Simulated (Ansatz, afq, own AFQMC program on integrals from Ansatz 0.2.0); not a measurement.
**SiH2, singlet → SiH₂, triplet**

```xyz
3

Si   -0.4939    0.4712   -0.2148
H     0.8452    0.5822    0.5255
H    -0.3513   -1.0533   -0.3107
```

E(triplet, charge +0) − E(singlet, charge +0) at this geometry, on RHF and UHF determinants.

Basis def2-TZVP. Noble-gas cores (and the filled d shells of Ga–Kr and In–Xe) are frozen. AFQMC by an in-house program on the Cholesky factors that Ansatz 0.2.0 writes for its CCSD(T) run. The CISD trial takes its coefficients from CCSD amplitudes. Released means that phaseless walkers are propagated on without the constraint, phases kept. Uncertainties: one standard error, sampling alone. The errors of all members are added in quadrature.

No full CI on the walks' own integrals is used here; CCSDT(Q) serves as the reference and is uncertain by about the last step of the cluster series. Each member takes its own surest rung, up to full CI.

The best estimate is CCSD(T) at the basis-set limit (CBS: def2-TZVPP and def2-QZVPP, with their diffuse functions for anions and beside diffuse sets, CCSD(T) itself extrapolated) plus the step from CCSD(T) to CCSDT(Q) in def2-TZVP. Rows without CBS are in def2-TZVP; B2PLYP and the wave-function rows carry a basis error of their own. Core correlation and relativity beyond core potentials are missing, and ± holds the sampling alone.

Cautions: SiH₂ (singlet): restricted determinant unstable towards unrestricted (UHF 109 meV lower, ⟨S²⟩ 0.41), the released energies are still falling, so no released level is given (meV from the phaseless value at times in 1/Eh: -1.1 ± 1.6 at 0.24, -2.3 ± 1.3 at 0.51, -4.5 ± 1.5 at 0.99, -6.8 ± 1.2 at 1.62, -8.5 ± 1.8 at 2.40), though the last usable value meets CCSDTQ within the noise, the ph-AFQMC/CISD walk drifts between its halves (2.5 errors); SiH₂ (triplet): another spin lies lower; core correlation is missing, and it shifts such a gap most where an s electron is promoted.

| level | vertical spin gap (kcal/mol) |
| --- | --- |
| wB97M-V | 33.6 |
| B2PLYP | 29.2 |
| PBE | 25.0 |

**Question.** From these cheaper values, estimate the vertical spin gap at the level of the best estimate.

**Answer.** 29.7 kcal/mol (best estimate, highest rung CCSDT(Q)).

```tsv
level	vertical spin gap (kcal/mol)	error against the best estimate (kcal/mol)
HF	14.5	-15.2
MP2	25.7	-4.0
CCSD	28.8	-0.9
CCSD(T)	29.0	-0.8
CCSDT	28.9	-0.8
CCSDT(Q)	28.9	-0.8
ph-AFQMC/CISD	28.9 ± 0.05	-0.8 ± 0.05
HF/CBS	14.4	-15.3
MP2/CBS	27.6	-2.2
CCSD(T)/CBS	29.7	0.0
PBE0	24.4	-5.3
B3LYP	30.0	0.2
```

Correlation beyond CCSD(T) changes it by less than 2 meV. Going to the basis-set limit adds 0.8 kcal/mol at CCSD(T). The perturbative (T) step is worth +0.2 kcal/mol.

Best estimates are given only where the step beyond CCSD(T) is under 0.3 eV and no member's determinant is very poor (T1 over 0.05, or 0.07 for open shells, ⟨S²⟩ too high by 0.3, two states mixed), so the hardest cases are missing from such tables.

The functionals ran in a triple-zeta set and keep a basis error of their own, a few kJ/mol for each bond in atomization energies and more for double hybrids, so close places among them and the extrapolated levels can swap.

CCSDT and higher add their correlation energy to the determinant of the CCSD(T) run, since their own runs factorise the integrals more tightly (a shift of under 2 meV). Each member of a difference takes its own highest rung, so a best estimate needn't equal the limit plus the step of one row. A walk keeps the symmetry of its determinant, which the program's search chose and which needn't be the lowest solution, so a lower state of the same spin and another symmetry isn't excluded.
